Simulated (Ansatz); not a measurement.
# C₂H₂FNO: how energies converge with the basis set

One table from this session's results is given with a row withheld; the runs are named, their logs left out.

Program: Ansatz 0.2.0, Gaussian basis. Level of theory: one geometry, several basis sets. These are calculated values, not measurements.

The runs, in order: PBE0-D4/def2-SVP; ωB97M-V/def2-SVP; PBE0-D4/def2-QZVPP; ωB97M-V/def2-QZVPP; the functionals' def2-TZVPP values are taken from earlier runs.

### The relaxed structure

The geometry comes from an earlier relaxation with PBE0-D4 in a triple-zeta def2 set; it is a stationary point, not always the lowest conformer.

7 atoms, charge 0, spin multiplicity 1.

Atoms are counted from 1 here; the program's logs count them from 0.

Bond lengths: O1–C2 1.297 Å, O1–H6 0.967 Å, C2–C3 1.496 Å, C3–F4 1.332 Å, C3–N5 1.253 Å, N5–H7 1.020 Å. Angles: C2–O1–H6 108.5°, O1–C2–C3 108.1°, C2–C3–F4 118.4°, C2–C3–N5 122.5°, F4–C3–N5 119.1°, C3–N5–H7 107.6°.

The first run:

Contents of in.yaml:

```yaml
crystal:
  periodic: [false, false, false]
  atoms:
    - {symbol: O, position_ang: [-1.500868, 0.242552, 0.585409]}
    - {symbol: C, position_ang: [-0.216970, 0.422312, 0.625451]}
    - {symbol: C, position_ang: [0.393504, -0.331263, -0.513801]}
    - {symbol: F, position_ang: [-0.411395, -1.011868, -1.327564]}
    - {symbol: N, position_ang: [1.627985, -0.344176, -0.727387]}
    - {symbol: H, position_ang: [-1.901681, 0.727523, 1.320215]}
    - {symbol: H, position_ang: [2.070623, 0.227021, -0.008026]}
basis:
  gaussian: {orbitals: def2-SVP}
hamiltonian: {xc: pbe0, dispersion: d4}
output: {orbitals: {seedname: orbitals}}
```

The run is started by

```sh
$ ansatz run in.yaml --threads 2 --pin off --events-out ev --progress --plain --max-ram 4352MiB
```

Among the steps run: PBE0-D4 in def2-SVP; ωB97M-V in def2-SVP; PBE0-D4 in def2-QZVPP; ωB97M-V in def2-QZVPP.

One table of the session follows, with a row left open; its other results are not shown here.

It belongs to the step «Density functionals: the series». 

| functional | basis | HOMO (eV) | LUMO (eV) |
| --- | --- | --- | --- |
| PBE0-D4 | def2-SVP | -6.95 | -2.70 |
| PBE0-D4 | def2-TZVPP | -7.19 | -2.89 |
| PBE0-D4 | def2-QZVPP | -7.23 | -2.94 |
| ωB97M-V | def2-SVP | -9.36 | -0.29 |
| ωB97M-V | def2-TZVPP | ? | ? |
| ωB97M-V | def2-QZVPP | -9.69 | -0.61 |

**Question.** Estimate the row for ωB97M-V, def2-TZVPP.

**Answer.** HOMO (eV): -9.66; LUMO (eV): -0.55. In the column «HOMO (eV)» it lies between ωB97M-V, def2-QZVPP (-9.69) and ωB97M-V, def2-SVP (-9.36).
